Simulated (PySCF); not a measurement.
Molecule: `c1cc[pH]c1`, C$_{4}$H$_{5}$P.

Mapped SMILES: `[cH:1]1[cH:2][cH:3][pH:4][cH:5]1`. Each H is labelled by its parent atom.

Geometry PBE0-D3(BJ)/def2-SVP throughout; GIAO in PySCF 2.14, gas phase, one conformer, non-relativistic; equivalent atoms averaged; basis pcSseg-2.

For orientation, BLYP gives these shifts δ (against TMS, H3PO4 at the same level): C1/C2 148.1, C3/C5 141.4, P4 -51.4, H(C1)/H(C2) 7.43, H(C3)/H(C5) 6.97, H(P4) 5.49 ppm.

A run gave: C1/C2 153.9, C3/C5 147.1, P4 -60.3, H(C1)/H(C2) 7.61, H(C3)/H(C5) 7.22, H(P4) 5.89 ppm (shifts δ (against TMS, H3PO4 at the same level)).

Task: Which functional was used in that run?
A. LDA
B. PBE
C. KT2
D. B97-D
E. OPBE

Result: A. C3/C5 tells them apart best: LDA gives 147.1, PBE gives 140.9, OPBE gives 135.4, KT2 gives 130.9, B97-D gives 136.5 ppm.
